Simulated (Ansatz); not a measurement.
We consider rhombohedral A7 Bi, described by PBEsol-D3(BJ) (Ansatz, a quantum-chemistry and plane-wave program, PAW).

Run with plane-wave cutoff 520 eV, 16×16×16 k mesh, Fermi–Dirac smearing 0.05 eV, scalar-relativistic PAW data made under PBE.

Energies at three volumes about the minimum:

| V (Å³/atom) | E − E_lowest (meV/atom) |
|---|---|
| 31.922 | 1.98 |
| 32.574 | 0.00 |
| 33.225 | 1.86 |

Fit a parabola by hand: where is the minimum, and what is the bulk modulus?

Slopes: (0.00 − 1.98)/(32.574 − 31.922) = -3.037 and (1.86 − 0.00)/(33.225 − 32.574) = 2.857 meV/Å³. Curvature E″ = 2 × (2.857 − (-3.037))/(33.225 − 31.922) = 9.047 meV/Å⁶. From the middle of the first interval, the slope vanishes at V0 = 32.2480 − (-3.037)/9.047 = 32.584 Å³/atom. B = V0 E″ = 32.584 × 9.047 meV/Å³ × 0.1602 GPa per meV/Å³ = 47.2 GPa. The full Birch–Murnaghan fit to all volumes gives V0 = 32.569 Å³/atom and B0 = 47.2 GPa.

Shape and atoms are relaxed at each volume.

Measured, for comparison: bulk modulus 32.1 GPa (copied from a table, unchecked, extrapolated to 0 K and zero-point effects removed; as tabulated in Lejaeghere et al. (2013), arXiv:1204.2733). Computed (rounded) less measured: bulk modulus not scored (unchecked).

Note: the bulk modulus comes from volumes at which shape and atoms were relaxed.
